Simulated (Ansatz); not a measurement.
Species: C3H9N, SMILES `CN(C)C` (charge 0, multiplicity 1).

Problem. Give a relaxed geometry from B3LYP-D3(BJ)/def2-SVP in Ansatz (a quantum-chemistry and plane-wave program).

Solution. the end point of this relaxation (outside a Z-matrix the atoms follow the SMILES, hydrogens last).
Bonds (Å): C1–N2 1.447, C1–H5 1.102, C1–H6 1.102, C1–H7 1.116, N2–C3 1.447, N2–C4 1.447, C3–H8 1.102, C3–H9 1.102, C3–H10 1.116, C4–H11 1.116, C4–H12 1.102, C4–H13 1.102. Bond angles (°): N2–C1–H5 110.2, N2–C1–H6 110.2, N2–C1–H7 113.3, H5–C1–H6 107.9, H5–C1–H7 107.5, H6–C1–H7 107.5, C1–N2–C3 112.4, C1–N2–C4 112.4, C3–N2–C4 112.4, N2–C3–H8 110.2, N2–C3–H9 110.2, N2–C3–H10 113.3, H8–C3–H9 107.9, H8–C3–H10 107.5, H9–C3–H10 107.5, N2–C4–H11 113.3, N2–C4–H12 110.2, N2–C4–H13 110.2, H11–C4–H12 107.5, H11–C4–H13 107.5, H12–C4–H13 107.9.
